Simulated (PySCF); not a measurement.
Compound: C3H3NO.
Geometry (GFN2-xTB, Å), atoms numbered from 1 in this order:
```
atom  x, y, z in Å
C1    -0.9784   -0.3705    0.8149
C2    -0.6330    0.3970   -0.2084
N3     0.6139    0.4524   -0.7666
C4     1.7362    0.0527   -0.7512
O5     2.8556   -0.2003   -0.9040
H6    -1.9824   -0.3557    1.1963
H7    -0.2754   -1.0288    1.2960
H8    -1.3273    1.0626   -0.7016
```

Lines to be assigned: C 1s: 290.45 (area 1), 292.50 (area 1), 294.83 (area 1) eV; N 1s: 406.26 eV; O 1s: 539.38 eV.

The calculation used delta-SCF UKS SCAN, pcX-2 on the ionised atom, pcseg-1 elsewhere, spin-free X2C in PySCF 2.14.0. Isolated species at its GFN2-xTB geometry (one conformer only).

Order the carbon atoms by C 1s binding energy.

290.45 eV: C1 (terminal =CH2 carbon); 292.50 eV: C2 (vinylic carbon bearing nitrogen); 294.83 eV: C4 (isocyanate carbon). The listed C 1s values span 4.38 eV, from C1 (bonded to C (double bond) and 2 H) to C4 (bonded to O (double bond) and N (double bond)). The widest gap between neighbouring values is 2.33 eV, between 292.50 and 294.83 eV.

Bonded neighbours of each site: C1: C (double bond) and 2 H; C2: N, C (double bond) and H; N3: C (double bond) and C; C4: O (double bond) and N (double bond); O5: C (double bond).

Express the binding energy of C 1s of C1 in atomic units and per mole.

290.45 eV = 10.6738 Eh = 28024 kJ/mol.

Hardware: x86-64 server, one thread (shared host). Cost: 12 s.
